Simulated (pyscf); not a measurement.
Structures and frequencies: ωB97X-D3(BJ)/def2-SVP in PySCF.

Problem. For `[OH][W]([F])([F])([F])([F])[F]` -> `[O]=[W]([F])([F])([F])[F]` + `[FH]`, an elimination (singlet surface; H–O, F–W broken, F–H formed), PBE/def2-TZVP gives ΔE‡ = 0.97 eV and ΔE = +0.49 eV (zero: the reactant's lowest minimum found). In which direction and how far do B3LYP-D3(BJ)/def2-TZVP, M06-2X/def2-TZVP, ωB97M-D3(BJ)/def2-TZVP move these?

Solution. B3LYP-D3(BJ): ΔE‡ = 1.17 eV, ΔE = +0.52 eV; M06-2X: ΔE‡ = 1.13 eV, ΔE = +0.41 eV; ωB97M-D3(BJ): ΔE‡ = 1.17 eV, ΔE = +0.46 eV. PBE's barrier lies under all of them, by 0.15 to 0.20 eV. Its reaction energy lies among theirs. Low barriers are usual for a GGA, whose delocalisation error favours stretched bonds. One saddle was located; it need not be the lowest between these sides. Elements past Kr carry the def2 core potentials, without spin-orbit coupling.
